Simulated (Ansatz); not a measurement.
Reaction (SMILES): C#CC + 4 [H][H] (H2) → 3 C (CH4)
B3LYP-D3(BJ)/def2-TZVP geometries, fixed; electronic energies without zero-point terms.

Basis-set convergence of the energy of full hydrogenation at PBE with Ansatz (a first-principles code). Cartesian d functions, on some or all atoms, in 6-31G*, 6-31+G*; all else is spherical. The program fits the integrals of some runs and decomposes those of others, by size. No added dispersion term, no relativity. Functions are those of the species that has most. Reference: the value in def2-QZVPPD, -120.58 kcal/mol, itself unsure by roughly 0.08 kcal/mol (its mean distance from pcseg-3, def2-QZVPP, cc-pVQZ). Deviations are taken from unrounded values.

```tsv
basis	functions	energy of full hydrogenation (kcal/mol)
6-31G*	53	-126.10
6-31+G*	65	-126.09
cc-pVDZ	62	-124.02
aug-cc-pVDZ	105	-126.31
def2-SVP	62	-125.47
def2-SVPD	92	-127.66
pcseg-1	62	-123.64
aug-pcseg-1	105	-123.31
6-311G**	78	-122.11
6-311+G**	90	-121.38
def2-TZVP	117	-119.96
def2-TZVPD	147	-119.90
cc-pVTZ	146	-121.23
aug-cc-pVTZ	230	-120.74
pcseg-2	146	-121.11
aug-pcseg-2	230	-120.92
def2-TZVPP	149	-121.04
def2-TZVPPD	179	-120.88
def2-QZVPP	291	-120.61
def2-QZVPPD	321	-120.58
```

What the diffuse functions change, pair by pair:
- 6-31G* to 6-31+G*: 12 more functions, deviation -5.52 to -5.52 kcal/mol
- cc-pVDZ to aug-cc-pVDZ: 43 more functions, deviation -3.44 to -5.74 kcal/mol
- def2-SVP to def2-SVPD: 30 more functions, deviation -4.90 to -7.08 kcal/mol
- pcseg-1 to aug-pcseg-1: 43 more functions, deviation -3.06 to -2.73 kcal/mol
- 6-311G** to 6-311+G**: 12 more functions, deviation -1.54 to -0.80 kcal/mol
- def2-TZVP to def2-TZVPD: 30 more functions, deviation 0.62 to 0.68 kcal/mol
- cc-pVTZ to aug-cc-pVTZ: 84 more functions, deviation -0.66 to -0.16 kcal/mol
- pcseg-2 to aug-pcseg-2: 84 more functions, deviation -0.53 to -0.34 kcal/mol
- def2-TZVPP to def2-TZVPPD: 30 more functions, deviation -0.46 to -0.31 kcal/mol
- def2-QZVPP to def2-QZVPPD: 30 more functions, deviation -0.03 to 0.00 kcal/mol

Leaving out the reference's own pair, they bring the value nearer the reference by more than 0.08 kcal/mol in 5 of 9 pairs.
